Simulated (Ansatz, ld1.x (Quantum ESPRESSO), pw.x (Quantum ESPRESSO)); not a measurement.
# Equation-of-state test of one PAW potential (Ta)

ld1.x (Quantum ESPRESSO) 7.5 input, shortened:

```
&input
   title='Ta', zed=73., rel=1, dft='PBESOL', iswitch=3,
   config='[Xe] 4f14 5d3 6s1.5 6p0.5'
 /
 &inputp
   pseudotype=3, lpaw=.true., tm=.true., lloc=-1, rcloc=3.25,
   nlcc=.true., new_core_ps=.true., rcore=3.00,
   which_augfun='PSQ', rmatch_augfun_nc=.true.
 /
6
6S  1  0   1.50   0.00  2.25  3.00  0.0
6S  1  0   0.00  -0.15  2.25  3.00  0.0
6P  2  1   0.50   0.00  3.05  3.90  0.0
6P  2  1   0.00   3.05  3.05  3.90  0.0
5D  3  2   3.00   0.00  2.60  3.15  0.0
5D  3  2   0.00   1.65  2.60  3.15  0.0
 &test
   configts(1)='5d3 6s1.5 6p0.5'
 /
```

Atomic tests: cutoffs needed: 8 Ry and 10 Ry (the cutoffs (Ry, on a coarse ladder) from which the occupation-weighted sum of valence levels, in a spherical-Bessel basis at the reference potential, stays within 10 and 1 mRy of its value at 400 Ry); ghost test: no extra level below or beside the all-electron valence levels (s, p, d, f tested) (spherical-Bessel basis up to 400 Ry, 20 bohr box); configuration tests: 1 of 7 tests not solved or not reliable.

Crystal test: fcc Ta in pw.x 7.5, no spin, 14³ k-points, Fermi–Dirac smearing 0.01 Ry, cutoffs 40/320 Ry. The reference is all-electron LAPW (Ansatz 0.2.0) with the same functional, mesh and smearing; V0 and B0 come from Birch–Murnaghan fits to the pressures at five volumes. Errors are pseudo minus all-electron; Δ is the rms difference of the E(V) curves that follow from these fits, minima aligned, over ±6 % about the mean V0. Mesh and smearing are coarse, so the numbers serve the comparison and aren't converged zero-temperature values; the lattice is a test structure that the element need not adopt.

| V (Å³/atom) | P all-electron (GPa) | P pseudo (GPa) |
| --- | --- | --- |
| 17.367 | 10.42 | 24.46 |
| 17.824 | 4.57 | 17.44 |
| 18.281 | -0.64 | 11.13 |
| 18.738 | -5.27 | 5.48 |
| 19.195 | -9.40 | 0.40 |

All-electron: a0 = 4.177 Å (V0 = 18.22 Å³/atom), B0 = 198.7 GPa.

Pseudopotential: mean pressure error (GPa): +11.84. The pressure does not cross zero within the volumes sampled, so no fit is given. The largest radius (3.90 bohr) exceeds half the bond length (2.79 bohr), so the spheres overlap, which is one possible source of error among others. This is a poor potential for the solid. Atomic configuration tests: 1 of 7 tests not solved or not reliable.

**Question.** At the middle volume, how do free energy and pressure move when the wave cutoff is lowered (ecutrho held at 320 Ry)?

**Answer.**

| cutoff (Ry) | shift of F (meV/atom) | shift of P (GPa) |
| --- | --- | --- |
| 18 | +4.6 | -0.14 |
| 24 | +2.0 | -0.00 |
| 32 | +0.5 | +0.02 |

The run at the middle volume (104 k-points, 8 iterations) took about 11 s on one core of a shared host (Neoverse-V1, 32 threads, 247 GiB, load 11).
